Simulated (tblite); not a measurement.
C5H7S (doublet state).
Bonds: C1–C2 (double), C2–C3, C2–C4, C4–C5, C5–S6 (double). Hydrogens: H7, H8 on C1; H9, H10, H11 on C3; H12, H13 on C4.

A start from a force field or distance geometry was refined with GFN2-xTB geometry optimisation, gas phase (tblite). Values at the start:

```tsv
coordinate	start
C1=C2	1.330 Å
C1–H7	1.088 Å
C1–H8	1.085 Å
C2–C3	1.502 Å
C2–C4	1.515 Å
C3–H9	1.095 Å
C4–C5	1.465 Å
C4–H12	1.092 Å
C5=S6	1.801 Å
C1–C2–C3	122.6°
C1–C2–C4	121.5°
C2–C4–C5	111.7°
C3–C2–C4	116.0°
C4–C5–S6	179.5°
C1–C2–C4–C5	-111°
```

Task: How do these coordinates change at the GFN2-xTB level?

Result: 
```csv
coordinate,GFN2-xTB (Å or °),change
C5=S6,1.574,-0.227
C1–H7,1.077,-0.011
C1–H8,1.077,-0.008
C2–C3,1.495,-0.007
C1=C2,1.324,-0.006
C4–C5,1.460,-0.005
C3–H9,1.090,-0.005
C2–C4,1.511,-0.004
C4–H12,1.095,+0.003
C4–C5–S6,137.8,-41.7
C2–C4–C5,113.6,+1.9
C1–C2–C3,123.5,+0.9
C3–C2–C4,115.3,-0.7
C1–C2–C4,121.1,-0.4
C1–C2–C4–C5,-100,+11
```

The energy falls by 1.300 eV over 86 L-BFGS steps, the largest force on an atom goes from 6.39 to 0.008 eV/Å, and the atoms move by 0.316 Å rms after alignment. The bond that changes most is C5=S6 (ends: carbon bonded to C and S; sulfur bonded to C), which shortens by 0.227 Å. Bonds longer at the end by more than 0.005 Å: 1 of 12; shorter: 7. Among the dihedrals that turn most is C1–C2–C4–H13, from 128° to 140°. Rotational constants go from 5940, 1273, 1189 to 4914, 1801, 1687 MHz.

Hardware: an Arm Neoverse V2 with one thread, on a shared host. Cost: 0.32 s wall.

Its GFN2-xTB frequencies are all real (lowest 40 cm⁻¹). 3 starts were optimised and ended at 0.00, 0.02 and 3.18 kcal/mol (GFN2-xTB); the lowest of these is shown.

One conformer stands for the species.

All values are computed, not measured.
